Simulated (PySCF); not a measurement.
**Reproducing measurements on C4H5N**

**What was measured.**

From NIST CCCBDB Release 22 (SRD 101), experimental dipoles, for the gas: dipole moment (dielectric constant and refractivity) 4.5 D.

How close the calculation comes is told at the end.

Compound: C4H5N.
SMILES with atom numbers: `[CH3:1]/[CH:2]=[CH:3]/[C:4]#[N:5]` (hydrogens: H6, H7, H8 on C1; H9 on C2; H10 on C3)

Geometry (PBE0-D3(BJ)/def2-SVP, Å), atoms numbered from 1 in this order:
```
atom  x, y, z in Å
C1    -1.3123    0.0185    0.7417
C2    -0.0981   -0.4445    0.0219
C3     0.9333    0.3450   -0.3186
C4     2.0840   -0.1377   -1.0095
N5     3.0263   -0.5157   -1.5710
H6    -2.2176   -0.1847    0.1459
H7    -1.2752    1.0938    0.9658
H8    -1.4351   -0.5329    1.6888
H9    -0.0486   -1.5066   -0.2456
H10    0.9294    1.4126   -0.0728
```

Runs made with PySCF (gas phase, on this PBE0-D3(BJ)/def2-SVP geometry; no spin–orbit coupling):

```json
{"level": "PBE0-D3(BJ)/def2-SVP, grid level 1", "job": "geometry optimisation from a GFN2-xTB start", "basis functions": "95", "wall time": "17 s"}
```

Hardware: one thread, Arm Neoverse N1 (aarch64), shared host.

Results beside the measurements:

**Dipole moment.** Measured: 4.5 D (NIST CCCBDB Release 22 (SRD 101), experimental dipoles).

```json
{"level": "PBE0-D3(BJ)/def2-SVP", "computed (D)": "4.63", "computed − measured (D)": "+0.13", "% (from the printed values)": "+3"}
```

The computed dipoles belong to one fixed geometry; measured ones are averaged over vibrations unless marked μe. Magnitudes are compared, not signs.

No measured geometry was used, and the causes of the misses weren't examined.
